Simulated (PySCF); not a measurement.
System: rock-salt KCl. Method: MP2 in PySCF (GTH pseudopotentials, Gaussian basis, DZ basis).

The same calculation (at the measured cell, 31.150 Å³/atom) with different numerical settings:

```
run  k mesh  correlation energy (eV/atom)  total energy (eV/atom)
---  ------  ----------------------------  ----------------------
1     2×2×2                       -2.5455               -585.9636
2     3×3×3                       -2.5975               -585.8411
3     4×4×4                       -2.6080               -585.8031
```

In the column total energy (eV/atom) the first row differs from the last by -0.1605 and the next to last by -0.0380.

The last row is no converged limit: other settings stay fixed.
